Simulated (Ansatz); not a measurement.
Geometry optimisation, UKS BLYP/def2-SVP in Ansatz.

input.yaml

```yaml
crystal:
  periodic: [false, false, false]
  atoms:
    - { symbol: C, position_ang: [0.0461, -0.16205, -0.61093] }
    - { symbol: O, position_ang: [-0.95729, -0.55926, 0.32294] }
    - { symbol: Si, position_ang: [-0.35129, 1.00475, 0.78517] }
    - { symbol: H, position_ang: [-0.37825, -0.02999, -1.61936] }
    - { symbol: H, position_ang: [0.87989, -0.88133, -0.63865] }
    - { symbol: H, position_ang: [0.76085, 0.62786, 1.76084] }
total_charge: -1
magnetization:
  spin_polarized: true
basis:
  gaussian: { orbitals: def2-SVP }
hamiltonian:
  xc: blyp
relax:
  f_tol: 0.02
  max_steps: 50
```

Command:

```bash
$ ansatz run input.yaml --threads 1 --pin off --max-ram 2048MiB --backend cpu --events-out ev --progress --plain --runs-dir out
```

Problem. Where does it end, and by what steps?

Solution. The run converged. Limits of this set-up: an anion without diffuse functions, the dipole of an ion depends on the origin. After 5 steps the energy has fallen by 0.186 eV; Si3 moved furthest, 0.07 Å.

| step | energy less start (eV) | largest force component (eV/Å) | accepted |
| --- | --- | --- | --- |
| 0 | 0.0000 | 2.375 | yes |
| 1 | -0.1300 | 1.379 | yes |
| 2 | -0.1802 | 0.258 | yes |
| 3 | -0.1846 | 0.165 | yes |
| 4 | -0.1811 | 0.376 | no |
| 5 | -0.1860 | 0.015 | yes |

```xyz
6
Properties=species:S:1:pos:R:3
C -0.001 -0.200 -0.613
O -1.013 -0.589 0.311
Si -0.375 1.064 0.813
H -0.354 -0.038 -1.665
H 0.917 -0.844 -0.610
H 0.826 0.607 1.764
```

Whether the end is a true minimum wasn't checked by a vibrational analysis.

Time of the run: 11 s on 1 thread of AMD EPYC 7R43 64-Core Processor (Zen 3), on a shared host, peak memory 0.15 GiB.
